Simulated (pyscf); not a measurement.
H₂N–Si(OH)(Cl)–Cl (SMILES N[Si](O)(Cl)Cl) + H₂ (SMILES [H][H]) → H₂N–SiH(Cl)–Cl (SMILES N[SiH](Cl)Cl) + H₂O (SMILES O), a four-centre exchange (singlet surface; O–Si, H–H broken, H–Si, H–O formed). Structures and frequencies: ωB97X-D3(BJ)/def2-SVP in PySCF. Energies in kcal/mol from the separated reactants.

Small-basis levels: PySCF, no dispersion term, spherical d functions. 

### Question
Quick B3LYP/6-31G* single points give ΔE‡ = 59.5 kcal/mol and ΔE = +24.4 kcal/mol. What does ωB97M-D3(BJ)/def2-TZVP give, and how far is the quick result from it?

### Answer
ωB97M-D3(BJ)/def2-TZVP gives ΔE‡ = 55.5 kcal/mol and ΔE = +22.6 kcal/mol. B3LYP/6-31G* lies 4.0 kcal/mol over it in the barrier and 1.8 kcal/mol over it in the reaction energy, so on this step it does not hold to within 3.0 kcal/mol. ωB97M-D3(BJ)/def2-TZVP has limits of its own. On the product side the descent ends in a complex, 7.0 kcal/mol under the separated species and 40.1 kcal/mol under the saddle at ωB97X-D3(BJ)/def2-TZVP. At the saddle there is also a short H–Si contact that neither side keeps. One saddle was located; it need not be the lowest between these sides.
